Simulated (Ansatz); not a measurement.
**BHSCl radical (SMILES S[B]Cl): a rigid scan of the dihedral angle H4–S1–B2–Cl3**

How does the energy rise as the dihedral angle H4–S1–B2–Cl3 leaves its equilibrium value, and do density functionals follow CCSD(T)? All other internal coordinates keep their values.

Computed with Ansatz 0.2.0, Gaussian basis. Level: single points in def2-TZVPP.

Levels: PBE-D4, r2SCAN-D4, PBE0-D4, B3LYP-D4, wB97M-V, Hartree-Fock, MP2, CCSD, CCSD(T). The scan takes -163.5, -123.5, -83.5, -43.5, -3.5, 36.5, 76.5, 116.5, 156.5°.

Cores are frozen in the correlated methods. Orbitals are unrestricted. B3LYP uses VWN-RPA correlation.

## (1) Starting geometry

The minimum, relaxed at PBE0-D4: SMILES `S[B]Cl`, 4 atoms, charge 0, spin multiplicity 2.

Atoms are counted from 1 here; the program's logs count them from 0.

Bond lengths: S1–B2 1.766 Å, S1–H4 1.344 Å, B2–Cl3 1.722 Å. Angles: B2–S1–H4 96.3°, S1–B2–Cl3 124.8°.

Geometry (Å):

```xyz
4
charge 0, multiplicity 2
S     0.5664   -0.7891    0.5314
B    -0.2996    0.4757   -0.3458
Cl   -2.0141    0.6160   -0.4273
H     1.8029   -0.3629    0.2214
```

Energies of the minimum (eV), from earlier single points: PBE-D4 -24040.65148, r2SCAN-D4 -24049.51728, PBE0-D4 -24042.64132, B3LYP-D4 -24052.49963, wB97M-V -24049.74721, CCSD(T) -24023.27611.

At the minimum the dihedral angle H4–S1–B2–Cl3 is -180.0°.

## (2) H4–S1–B2–Cl3 = -163.5°

ccsdt-tzvpp/in.yaml

```yaml
crystal:
  periodic: [false, false, false]
  atoms:
    - {symbol: S, position_ang: [0.566404, -0.789096, 0.531380]}
    - {symbol: B, position_ang: [-0.299625, 0.475703, -0.345787]}
    - {symbol: Cl, position_ang: [-1.960262, 0.869418, -0.115158]}
    - {symbol: H, position_ang: [1.802864, -0.362945, 0.221420]}
basis:
  gaussian: {orbitals: def2-TZVPP}
magnetization: {spin_polarized: true, initial_magnetization: 1}
correlation: {method: ccsd_t}
scf: {omitted_lower_state_checks: [cluster_reference]}
```

No record of the launch command was kept for these runs.

The runs that follow: H4–S1–B2–Cl3 = -123.5°; H4–S1–B2–Cl3 = -83.5°; H4–S1–B2–Cl3 = -43.5°; H4–S1–B2–Cl3 = -3.5°; H4–S1–B2–Cl3 = 36.5°; H4–S1–B2–Cl3 = 76.5°; H4–S1–B2–Cl3 = 116.5°; H4–S1–B2–Cl3 = 156.5°.

What does the calculation give? Wanted: highest point, CCSD(T); lowest point, CCSD(T); RMS deviation from CCSD(T); largest T1 diagnostic.

As calculated:

| quantity | value |
| --- | --- |
| highest point, CCSD(T) | 0.619 eV at -83.5° |
| lowest point, CCSD(T) | 0.000 eV at -180.0° |
| RMS deviation from CCSD(T) | PBE-D4 0.003, r2SCAN-D4 0.012, PBE0-D4 0.002, B3LYP-D4 0.006, wB97M-V 0.013, Hartree-Fock 0.004, MP2 0.005, CCSD 0.002 eV |
| largest T1 diagnostic | 0.017 |

What this shows: Over the points sampled the torsion costs at most 0.619 eV, enough to slow or lock the rotation at room temperature. A rigid scan overstates barriers, since nothing else may give way. Best along the scan: PBE0-D4. Worst: wB97M-V.
